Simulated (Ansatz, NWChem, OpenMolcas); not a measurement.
## A correction line for HF/cc-pVDZ: atomisation enthalpy at 298 K

The atomisation enthalpy at 298 K in kJ/mol of 6 N-containing molecules: x at HF/cc-pVDZ, y from tabulated heats of molecules and atoms (Active Thermochemical Tables, CRC Handbook of Chemistry and Physics). Shapes, held fixed at every level: PBE0-D4/def2-TZVP. Flexible molecules stand in one conformer, not always the lowest. Computed values hold a harmonic thermal term (PBE/def2-SVP, PBE0-D4/def2-TZVP) and the atoms' spin-orbit lowering. Programs: Ansatz 0.2.0, NWChem 7.3.0, OpenMolcas 26.06. A level may come from different programs for different species; with the same settings they agree closely.

| molecule | x (kJ/mol) | y (kJ/mol) |
| --- | --- | --- |
| CH6N2 (methylhydrazine) | 1808 | 2875 |
| C2H7N (dimethylamine) | 2410 | 3448 |
| C3H5N (isocyanoethane) | 2468 | 3571 |
| C2H8N2 (1,2-dimethylhydrazine) | 2649 | ? |
| C4H4N2 (pyrazine) | 2946 | 4488 |
| C4H5N (trans-Crotononitrile) | 2968 | 4296 |

**Question.** Fit y = c + s·x to the known rows and predict y for C2H8N2.

**Answer.** 
1. Means of the 5 rows: x = 2520.00, y = 3735.6.
2. Σ(Δx)² = 903928, Σ(Δx·Δy) = 1224524, so the slope is 1224524/903928 = 1.3547.
3. Intercept: 3735.6 − (1.3547) × 2520.00 = 321.8. The largest residual of the fit is 175.
4. C2H8N2: 321.8 + 1.3547 × 2649 = 3910 kJ/mol.

The tabulated heats give 4030 kJ/mol, so the prediction is off by -120 kJ/mol, within the largest residual. Uncorrected, HF/cc-pVDZ misses C2H8N2 by -1381 kJ/mol, and the other rows by 1216 on average. With references in doubt, neither the misses nor the line can be laid on the level alone. Hartree–Fock lacks correlation, which doesn't scale simply with the atomisation energy. Left out in turn, the other rows are missed by 220 kJ/mol on average. The tabulated value of C4H5N is in doubt (older tables, estimates, or at odds with other calculations) and kept here.
